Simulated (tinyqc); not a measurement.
UHF in the sto-6g basis, for NH3+, spin multiplicity 2, step by step. One step of it, computed by the program tinyqc.

Question. Iteration 23 (converged): orbitals. Diagonalise F' = X^T F X, C = X C', fill 5 alpha and 4 beta electrons from the bottom; D(s) = C_occ C_occ^T. Each column has its largest component positive (the first on a tie).

converged F(alpha) (hartree), lower triangle:
```
,1N 1s,1N 2s,1N 2px,1N 2py,1N 2pz,2H 1s,3H 1s,4H 1s
1N 1s,-16.145406
1N 2s,-3.897786,-2.457625
1N 2px,-0.000007,-0.000072,-0.958402
1N 2py,0.000000,0.000000,0.000000,-0.958134
1N 2pz,0.003738,0.035488,0.000027,0.000000,-0.965449
2H 1s,-1.078899,-1.149725,-0.655954,0.000000,0.170717,-0.913445
3H 1s,-1.077718,-1.148919,0.328044,-0.567817,0.170582,-0.412019,-0.912765
4H 1s,-1.077718,-1.148919,0.328044,0.567817,0.170582,-0.412019,-0.411897,-0.912765
```

converged F(beta) (hartree), lower triangle:
```
,1N 1s,1N 2s,1N 2px,1N 2py,1N 2pz,2H 1s,3H 1s,4H 1s
1N 1s,-16.113752
1N 2s,-3.862560,-2.251880
1N 2px,-0.000007,-0.000076,-0.878709
1N 2py,0.000000,0.000000,0.000000,-0.878398
1N 2pz,0.005930,0.182730,0.000072,0.000000,-0.216346
2H 1s,-1.068438,-1.101008,-0.650920,0.000000,0.162597,-0.922649
3H 1s,-1.067266,-1.100258,0.325532,-0.563471,0.162448,-0.397847,-0.922052
4H 1s,-1.067266,-1.100258,0.325532,0.563471,0.162448,-0.397847,-0.397738,-0.922052
```

X, lower triangle:
```
,1N 1s,1N 2s,1N 2px,1N 2py,1N 2pz,2H 1s,3H 1s,4H 1s
1N 1s,1.023672
1N 2s,-0.151109,1.442847
1N 2px,-0.000002,0.000130,1.174242
1N 2py,0.000000,0.000000,0.000000,1.173969
1N 2pz,0.006354,-0.083008,-0.000033,0.000000,1.016317
2H 1s,0.020730,-0.340927,-0.335917,0.000000,0.067212,1.273865
3H 1s,0.020726,-0.340514,0.167911,-0.290610,0.067110,-0.054680,1.273441
4H 1s,0.020726,-0.340514,0.167911,0.290610,0.067110,-0.054680,-0.054644,1.273441
```

Give: F' = X^T F X; orbital energies; coefficients C; F' = X^T F X; orbital energies; coefficients C; D(alpha) after iteration 23; D(beta) after iteration 23.

Answer.

F' = X^T F X (alpha) (hartree), lower triangle:
```
,1,2,3,4,5,6,7,8
1,-15.887
2,-1.920,-1.320
3,0.000,0.000,-0.630
4,0.000,0.000,0.000,-0.630
5,0.013,-0.094,0.000,0.000,-0.935
6,-0.198,-0.507,-0.533,0.000,0.111,-0.254
7,-0.198,-0.506,0.266,-0.461,0.111,-0.086,-0.254
8,-0.198,-0.506,0.266,0.461,0.111,-0.086,-0.085,-0.254
```

orbital energies (alpha) (hartree): MO1 -16.149, MO2 -1.631, MO3 -1.091, MO4 -1.091, MO5 -0.974, MO6 0.187, MO7 0.292, MO8 0.293

coefficients C (alpha):
```
,MO1,MO2,MO3,MO4,MO5,MO6,MO7,MO8
1N 1s,0.996,-0.229,0.000,0.000,-0.034,-0.162,0.000,0.000
1N 2s,0.021,0.865,0.000,0.000,0.199,1.293,0.000,-0.003
1N 2px,0.000,0.000,0.721,0.000,0.000,-0.002,0.000,-1.014
1N 2py,0.000,0.000,0.000,0.721,0.000,0.000,1.013,0.000
1N 2pz,-0.002,-0.047,0.000,0.000,0.971,-0.330,0.000,0.001
2H 1s,-0.004,0.096,0.352,0.000,-0.069,-0.746,0.000,1.081
3H 1s,-0.004,0.096,-0.176,0.305,-0.069,-0.748,-0.935,-0.538
4H 1s,-0.004,0.096,-0.176,-0.305,-0.069,-0.748,0.935,-0.538
```

F' = X^T F X (beta) (hartree), lower triangle:
```
,1,2,3,4,5,6,7,8
1,-15.860
2,-1.913,-1.072
3,0.000,0.000,-0.530
4,0.000,0.000,0.000,-0.530
5,-0.003,0.060,0.000,0.000,-0.189
6,-0.197,-0.500,-0.545,0.000,0.100,-0.288
7,-0.197,-0.500,0.272,-0.472,0.100,-0.085,-0.288
8,-0.197,-0.500,0.272,0.472,0.100,-0.085,-0.085,-0.288
```

orbital energies (beta) (hartree): MO1 -16.116, MO2 -1.492, MO3 -1.054, MO4 -1.054, MO5 -0.195, MO6 0.226, MO7 0.320, MO8 0.321

coefficients C (beta):
```
,MO1,MO2,MO3,MO4,MO5,MO6,MO7,MO8
1N 1s,0.997,-0.214,0.000,0.000,-0.061,-0.172,0.000,0.000
1N 2s,0.018,0.765,0.000,0.000,0.335,1.327,0.000,-0.003
1N 2px,0.000,0.000,0.670,0.000,0.000,-0.002,0.000,-1.048
1N 2py,0.000,0.000,0.000,0.670,0.000,0.000,1.048,0.000
1N 2pz,-0.002,-0.112,0.000,0.000,0.946,-0.381,0.000,0.001
2H 1s,-0.004,0.147,0.405,0.000,-0.094,-0.734,0.000,1.062
3H 1s,-0.004,0.147,-0.203,0.351,-0.094,-0.738,-0.918,-0.529
4H 1s,-0.004,0.147,-0.203,-0.351,-0.094,-0.738,0.918,-0.529
```

D(alpha) after iteration 23, lower triangle:
```
,1N 1s,1N 2s,1N 2px,1N 2py,1N 2pz,2H 1s,3H 1s,4H 1s
1N 1s,1.046
1N 2s,-0.185,0.789
1N 2px,0.000,0.000,0.520
1N 2py,0.000,0.000,0.000,0.520
1N 2pz,-0.024,0.152,0.000,0.000,0.945
2H 1s,-0.024,0.069,0.254,0.000,-0.072,0.138
3H 1s,-0.024,0.069,-0.127,0.220,-0.072,-0.048,0.138
4H 1s,-0.024,0.069,-0.127,-0.220,-0.072,-0.048,-0.048,0.138
```

D(beta) after iteration 23, lower triangle:
```
,1N 1s,1N 2s,1N 2px,1N 2py,1N 2pz,2H 1s,3H 1s,4H 1s
1N 1s,1.039
1N 2s,-0.146,0.586
1N 2px,0.000,0.000,0.449
1N 2py,0.000,0.000,0.000,0.449
1N 2pz,0.022,-0.086,0.000,0.000,0.013
2H 1s,-0.035,0.112,0.271,0.000,-0.016,0.186
3H 1s,-0.035,0.112,-0.136,0.235,-0.016,-0.061,0.186
4H 1s,-0.035,0.112,-0.136,-0.235,-0.016,-0.061,-0.061,0.186
```
